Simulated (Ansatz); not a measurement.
# AlSiH (quintet): the correlation ladder, def2-TZVPP

One table from this session's results is given with a row withheld; the runs are named, their logs left out.

Program: Ansatz 0.2.0, Gaussian basis. Level of theory: def2-TZVPP, core rule «outside noble gas», up to 10 orbitals frozen. These are calculated values, not measurements.

Plan: UHF; ROHF; CCSD(T) on UHF.

2 further runs of the same task are left out: 2 set aside as unsound or not needed.

## The geometry

The geometry is a PBE0/def2-TZVP stationary point (not a proven minimum) of the parent state, kept for this charge and spin.

3 atoms, charge 0, spin multiplicity 5.

Atoms are counted from 1 here; the program's logs count them from 0.

Bond lengths: Si1–Al2 2.333 Å, Al2–H3 1.599 Å. Angles: Si1–Al2–H3 180.0°.

Coordinates:

```
Si    0.0000    0.0000    2.0886
Al    0.0000    0.0000   -0.2449
H     0.0000    0.0000   -1.8437
```

The first run:

in.yaml reads:

```yaml
crystal:
  periodic: [false, false, false]
  atoms:
    - {symbol: Si, position_ang: [0.000000, 0.000000, 2.088600]}
    - {symbol: Al, position_ang: [0.000000, 0.000000, -0.244867]}
    - {symbol: H, position_ang: [0.000000, 0.000000, -1.843733]}
basis:
  gaussian: {orbitals: def2-TZVPP}
magnetization: {spin_polarized: true, initial_magnetization: 4}
hamiltonian: {xc: hf}
output: {orbitals: {seedname: orbitals}}
```

The run is started by

```
> ansatz run in.yaml --threads 1 --pin off --events-out ev --progress --plain --max-ram 4096MiB --backend cpu
```

Steps of the session up to this table: UHF; ROHF; CCSD(T) on UHF.

One of the session's tables, all rows but one given; the rest of the session is left out.

It belongs to the step «Misses and costs». 

| method | from UCCSD(T) (meV) |
| --- | --- |
| ROHF | +4310.2 |
| UHF | +4193.1 |
| UMP2 | ? |
| UCCSD | +192.6 |
| UCCSD(T) | 0 |

**Question.** Estimate the row for UMP2.

The run gave: from UCCSD(T) (meV): +1014.4. In the column «from UCCSD(T) (meV)» it lies between UCCSD (+192.6) and UHF (+4193.1).
